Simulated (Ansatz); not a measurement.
Structure relaxation of Cr₃O

Computed with Ansatz, DFT PBE, scalar-relativistic, plane waves, PAW. Cutoff 420 eV, Γ-centred k mesh, Gaussian smearing, no spin polarisation in the final step.

The start puts Cr₃O on the Cu3Au (L1_2) structure type (Pm-3m, No. 221), with O in place of Au, Cr in place of Cu, at a guessed volume.

```
Cr O
1.0
     3.59404    0.00000    0.00000
     0.00000    3.59404    0.00000
     0.00000    0.00000    3.59404
Cr O
3 1
Direct
  0.00000 0.50000 0.50000
  0.50000 0.00000 0.50000
  0.50000 0.50000 0.00000
  0.00000 0.00000 0.00000
```

Cell and atoms relax at zero pressure; the relaxation can't lower the symmetry of the start. After a coarse first stage the cell is made exact in the group found at 0.06 Å.

Energies over the elements count from the elements' standard structures at the same level (O₂ as a molecule), with no empirical corrections.

Which crystal results?

It keeps Pm-3m (No. 221). The result has the Cu3Au (L1_2) structure. Conventional cell: a = 3.504 Å. Cr is coordinated by 4 O at 2.48 Å and 8 Cr at 2.48 Å; O has 12 Cr at 2.48 Å.

```
Cr O
1.0
     3.50418    0.00000    0.00000
     0.00000    3.50418    0.00000
     0.00000    0.00000    3.50418
Cr O
3 1
Cartesian
  0.0000 1.7521 1.7521
  1.7521 0.0000 1.7521
  1.7521 1.7521 0.0000
  0.0000 0.0000 0.0000
```

What are its volume, energy, density and gap?

The volume per atom is 10.76 Å³ and the density is 6.64 g/cm³. The energy over the elements is 0.56 eV/atom and the gap on the 14×14×14 mesh is 0 eV (a metal).

The final run used a 14×14×14 mesh on its 4-atom cell and 0.10 eV smearing. For metals, differences of a few meV/atom aren't resolved. Symmetry constrained the relaxation, so the result can be a saddle point.

Cost: 3 runs of about 0.67 core-minutes in all, on Arm Neoverse V1 (shared hosts).